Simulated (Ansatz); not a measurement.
Results of PBEsol (Ansatz, a first-principles code, PAW) for bcc Nb.

Run with plane-wave cutoff 500 eV, 18×18×1 k mesh (along the axes of the cell as run), Fermi–Dirac smearing 0.1 eV, scalar-relativistic PAW data made under PBE.

**Question.** What does this level give for the surface energy of the (310) face and work function of the (310) face?

**Answer.** 
surface energy of the (310) face: 2.59 J/m²
work function of the (310) face: 3.78 eV

The slab of 10 atoms is relaxed and unreconstructed.

Computed values are for the static lattice.

Computing time: about 40 core-minutes (a rough figure).
